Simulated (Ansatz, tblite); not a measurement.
Cost and result up the ladder for PF₃ (4 atoms). Total charge 0; singlet. Geometry: r2SCAN-D4/def2-TZVP.

Cartesian coordinates in Å:
```
P 0.423 0.396 0.096
F -0.979 0.866 -0.450
F -0.107 -0.488 1.289
F 0.663 -0.773 -0.935
```

Ansatz on 2 threads of Intel Xeon 6975P-C on a shared host; xTB runs through tblite on one thread. Times are rough, summed over both states, and most runs start from the orbitals of an earlier one. CCSD(T)/def2-TZVPP serves as the yardstick here, not as an exact answer. The other state is a doublet.

The xTB rows come from tblite. Correlated methods freeze 8 core orbitals.

Raw xTB energies of ions are shifted by several eV.

```
                              level  functions  vertical IE (eV)  difference from CCSD(T)/def2-TZVPP (eV)
                 CCSD(T)/def2-TZVPP        135             12.12                                     0.00
LDA (SPW92)/def2-TZVP (with forces)        130             12.00                                    -0.12
                  PBE0-D4/def2-TZVP        130             12.00                                    -0.12
                           GFN2-xTB         21             16.76                                     4.64
               r2SCANh-D4/def2-TZVP        130             11.88                                    -0.24
                           GFN1-xTB         21             19.64                                     7.52
                       HF/def2-TZVP        130             11.50                                    -0.62
     PBE-D4/def2-TZVP (with forces)        130             11.72                                    -0.40
             CAM-B3LYP-D4/def2-TZVP        130             12.22                                     0.10
                  ωB97X-V/def2-TZVP        130             12.10                                    -0.02
                r2SCAN-D4/def2-TZVP        130             11.79                                    -0.33
```

**Question.** Estimate how long each takes.

**Answer.** GFN2-xTB 0.006 s; GFN1-xTB 0.033 s; LDA (SPW92)/def2-TZVP (with forces) 1.9 s; HF/def2-TZVP 2 s; PBE-D4/def2-TZVP (with forces) 2.6 s; PBE0-D4/def2-TZVP 3.3 s; CAM-B3LYP-D4/def2-TZVP 3.6 s; r2SCAN-D4/def2-TZVP 4.4 s; r2SCANh-D4/def2-TZVP 5.5 s; ωB97X-V/def2-TZVP 7.2 s; CCSD(T)/def2-TZVPP 52 s. On shared hardware such times vary by a factor of up to 3.
